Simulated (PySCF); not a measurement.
**Two attempts at B2PH5 (SMILES BPB)**

Aim: energy and forces of B2PH5 at HF-D3(0)/pcSseg-1 (density fitting).

The results are computed with PySCF 2.14.0.

3 further runs of the same task are left out: 3 set aside as unsound or not needed.

## (1) The structure to begin with

B2PH5: 8 atoms, total charge 0, spin state singlet. As SMILES, `BPB`. The shape is that of a GFN2-xTB optimisation.

Bond lengths: B1–P2 1.795 Å, P2–B3 1.795 Å, B1–H4 1.168 Å, B1–H5 1.171 Å, P2–H6 1.376 Å, B3–H7 1.168 Å, B3–H8 1.171 Å. Angles: B1–P2–B3 128.2°, B1–P2–H6 115.8°, B3–P2–H6 115.8°, P2–B1–H4 121.0°, P2–B1–H5 118.0°, P2–B3–H7 121.0°, P2–B3–H8 118.0°, H4–B1–H5 121.0°, H7–B3–H8 121.0°.

## (2) First attempt

Contents of input.py:

```python
import pyscf.grad
from pyscf import gto
from pyscf import df

system = gto.M(
    atom='''
B       -1.222880       0.755110      -0.773190
P       -0.053230       0.244130       0.489240
B       -0.053230       0.244130       0.489240
H       -2.093210       1.493130      -0.523530
H       -1.084030       0.331020      -1.855290
H       -0.275110       0.748970       1.749410
H        1.940270      -1.226150       1.273170
H        1.498310      -1.407840      -0.705890
''',
    max_memory=1860,
    basis='pcsseg-1',
    verbose=3,
    charge=0,
)

mf = system.RHF()
mf = mf.density_fit(auxbasis=df.aug_etb(system, beta=2.0))
mf.disp = 'd3zero'
mf.max_cycle = 66
mf.kernel()

energy = mf.e_tot
print(f'total energy: {energy:.8f} hartree')
grad = mf.Gradients().kernel()
```

Command:

```bash
$ OMP_NUM_THREADS=1 python input.py
```

The program printed:

```text
WARN: Atoms [1 2] have the same coordinates

WARN: Atoms [2 1] have the same coordinates

RuntimeError: Ill geometry
```

It took 0.82 s on 1 thread of Arm Neoverse V2, shared host; peak memory 0.17 GiB.

## (3) Reading the log

The input was rejected.

The telling line is `RuntimeError: Ill geometry`. The fault: two atoms lie on top of or far too near each other. As the program read them, the closest atoms are 0.00 Å apart, against 1.17 Å in the sound input.

## (4) The mended input

Contents of job.py:

```python
import pyscf.grad
from pyscf import gto, scf
from pyscf import df

mol = gto.M(
    atom='''
B     -1.222880     0.755110    -0.773190
P     -0.053230     0.244130     0.489240
B      1.289880    -0.938350     0.346080
H     -2.093210     1.493130    -0.523530
H     -1.084030     0.331020    -1.855290
H     -0.275110     0.748970     1.749410
H      1.940270    -1.226150     1.273170
H      1.498310    -1.407840    -0.705890
''',
    basis='pcsseg-1',
    max_memory=1860,
    verbose=3,
)

mf = scf.RHF(mol)
mf = mf.density_fit(auxbasis=df.aug_etb(mol, beta=2.0))
mf.disp = 'd3zero'
mf.kernel()

e_final = mf.e_tot
print('E(%s) = %.9f' % ('HF', e_final))
grad = mf.Gradients().kernel()
```

Command:

```bash
$ OMP_NUM_THREADS=1 python job.py
```

The program printed:

```text
converged SCF energy = -392.953941544359
E(HF) = -392.953941544
--------------- DFRHF gradients ---------------
         x                y                z
0 B     0.0090133035    -0.0021599187     0.0154573720
1 P     0.0022570754    -0.0089219118    -0.0184474127
2 B    -0.0121265499     0.0120564496     0.0060349176
3 H     0.0066654364    -0.0061483250    -0.0030565721
4 H    -0.0007993213     0.0030941059     0.0081632076
5 H     0.0013390103    -0.0031308366    -0.0078248550
6 H    -0.0046526100     0.0015119230    -0.0079818608
7 H    -0.0016963443     0.0036985136     0.0076552033
----------------------------------------------
```

Wall time 2 s (1 thread of Arm Neoverse V2, shared host); peak memory 0.2 GiB.

## (5) Outcome

At HF-D3(0)/pcSseg-1 (density fitting):

```
                quantity          value
            total energy  -392.95394 Eh
           dipole moment         0.53 D
             HOMO energy       -9.49 eV
             LUMO energy        1.08 eV
           HOMO–LUMO gap       10.57 eV
       dispersion energy   -6.19 kJ/mol
largest force on an atom     1.060 eV/Å
```

The largest force is 1.06 eV/Å: the shape isn't a stationary point for this species at this level.
